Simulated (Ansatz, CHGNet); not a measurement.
For litharge PbO, the machine-learned potential CHGNet 0.3.0 (trained on PBE and PBE+U data) gives:

```
Item                  Result
-------------------  -------
lattice parameter a  4.045 Å
c axis length        6.375 Å
```

Task: What does HSE06-D3(BJ) (plane waves, PAW; Ansatz, a program for electronic structure) give for the same quantities?

Result: 
- lattice constant a: 3.951 Å (drops by 2.3 %)
- lattice parameter c: 4.895 Å (shrinks by 23 %)

For comparison: lattice constant a 3.975 Å (measured, room temperature, not corrected to a static lattice, our sources range from 3.964 to 3.975; as tabulated in Canepa et al. (2012), arXiv:1204.2842); lattice parameter c 5.023 Å (measured, room temperature, not corrected to a static lattice, our sources range from 4.995 to 5.023; as tabulated in Canepa et al. (2012), arXiv:1204.2842).

Changes are worked out from the printed values.

Unless a cell is named, each level is at its own relaxed cell (CHGNet 0.3.0 26.07, HSE06-D3(BJ) 19.10 Å³/atom).

Levels without +SOC leave out spin–orbit coupling, which shifts energies and cells of such heavy elements.

Caveats: the cell has another shape than the first-principles one, perhaps another minimum in the same group (CHGNet 0.3.0); the cell moved over 20 % in volume from its start (CHGNet 0.3.0). Ansatz's density-functional and Hartree–Fock values are scalar-relativistic unless marked +SOC, with PAW data made under PBE.
